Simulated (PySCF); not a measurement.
# ClHSi (Monochlorosilylene): the cost of one run

The runs use PySCF 2.14.0, with density-fitted response routines of our own; the level of theory stands in each step. All values are computed, except where a source is named. Atoms are numbered from 0 throughout.

### Step 1. The starting structure

3 atoms, charge 0, multiplicity 1; geometry from: GFN2-xTB.

Bonds of the start (Å): Si0–Cl1 2.06, Si0–H2 1.48.

### Step 2. Geometry optimisation at PBE0-D3(BJ)/def2-SVP

What the job is given:

```
{"job": {"xc": "PBE0", "basis": "def2-SVP", "d3": "d3bj", "grid": 1, "kind": "geom"}, "charge": 0, "multiplicity": 1}
Si    -0.308025     0.730172    -0.002457
Cl     1.500312    -0.263695    -0.011244
H     -1.180807    -0.469014     0.001147
```

Run with:

```bash
$ OMP_NUM_THREADS=1 python probes_run.py task.json out
```

The driver reads the jobs from task.json and runs them one after another.

Q: Estimate the wall time and peak memory of this first job on 1 thread of Arm Neoverse V1, shared host.

About 2.1 s, with a peak of 0.25 GiB.
